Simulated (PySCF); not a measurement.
Compound: C6H4.
SMILES: `C#CC=C=C=C`

Computed with MP2 and CCSD/aug-cc-pVDZ in PySCF, restricted Hartree–Fock reference, frozen core, non-relativistic, gas phase, PBE0-D3(BJ)/def2-SVP geometry.

E(HF) = -229.38752 Eh.

Question: How large is the problem?

Answer: 174 basis functions and 40 electrons; 6 orbitals frozen, which leaves o = 14 correlated occupied and v = 154 virtual orbitals. That is o·v = 2156 singles and o·v(o·v + 1)/2 = 2325246 distinct closed-shell doubles amplitudes before symmetry; the costliest CCSD step grows as o²v⁴ = 1.1 × 10^11.

Question: What are the MP2 and CCSD correlation energies?

Answer: MP2 -0.7817 Eh and CCSD -0.8169 Eh, which gives totals of -230.16919 and -230.20443 Eh. That is 0.794 eV for each correlated electron at CCSD (2145 kJ/mol in all, 0.355 % of the total energy); MP2 gives 95.7 % of the CCSD value.

Question: What is the T1 diagnostic?

Answer: 0.0139, below the customary warning level of 0.02. It is the norm of the spatial-orbital singles amplitudes over the root of the number of correlated electrons, so the norm is 0.074.

Question: How does correlation change the dipole moment?

Answer: HF gives 0.81 D and CCSD (unrelaxed density) 0.53 D, a change of -0.28 D.

Connected triples and the basis-set limit are missing.

The job also held the EOM ionisation roots. Hardware: one thread, Arm Neoverse V2, on a shared host. Cost: 8.2 min.
